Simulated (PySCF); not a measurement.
# Partial charges of `Clc1ncc[n-]1`

Species: C3H2ClN2 (charge -1).
Z-matrix (Å and degrees, GFN2-xTB geometry), rows numbered from 1:
```
Cl
C   1  1.7186
N   2  1.3239  1  120.82
C   3  1.3618  2  101.48  1  -179.99
C   4  1.3728  3  109.33  2     0.03
N   2  1.3239  1  120.79  3  -179.97
H   4  1.0786  3  120.77  2   179.97
H   5  1.0786  4  129.87  3   179.95
```

Density: PBE0/pcSseg-1 (PySCF); schemes: Mulliken, IAO, Hirshfeld and ESP-fitted. Isolated species at its GFN2-xTB geometry, gas phase. The pcSseg-1 basis has no diffuse functions, a weakness for an anion.

Question: What partial charge does each atom carry?

Answer: In e; atoms taken as equivalent share a row and are averaged (×n: the atom named and its like, n in all):

```tsv
atom	environment	Mulliken	IAO	Hirshfeld	ESP-fitted
Cl1	aryl chlorine	-0.236	-0.115	-0.169	-0.323
C2	aromatic C–Cl carbon	+0.275	+0.113	+0.019	+0.659
N3/N6	nitrogen bonded to 2 C	-0.467	-0.434	-0.305	-0.658
C4/C5	aromatic CH next to a ring nitrogen	-0.057	-0.174	-0.122	-0.088
H7/H8	aromatic hydrogen	+0.005	+0.109	+0.003	+0.079
```

Mean size of the charges over all atoms: ESP-fitted 0.329 e, IAO 0.208 e, Mulliken 0.196 e, Hirshfeld 0.131 e. Each set sums to the total charge, -1, to within 0.001 e. The Hirshfeld scheme divides the density at each point in proportion to the densities of the neutral, spherically averaged free atoms.

Lowest charge. All schemes agree: Mulliken N3/N6 (-0.467); IAO N3/N6 (-0.434); Hirshfeld N3/N6 (-0.305); ESP-fitted N3/N6 (-0.658).

Highest charge. All schemes agree: Mulliken C2 (+0.275); IAO C2 (+0.113); Hirshfeld C2 (+0.019); ESP-fitted C2 (+0.659).

Question: How closely do the schemes follow one another over all atoms?

Answer: Correlation coefficient and root-mean-square difference: Mulliken with ESP-fitted 0.99, 0.174 e; IAO with Hirshfeld 0.98, 0.095 e; Mulliken with Hirshfeld 0.94, 0.128 e; Hirshfeld with ESP-fitted 0.92, 0.295 e; Mulliken with IAO 0.89, 0.107 e; IAO with ESP-fitted 0.88, 0.239 e.

Question: How many electrons does the ESP-fitted scheme count on C2?

Answer: Z − q = 6 − (+0.659) = 5.341.
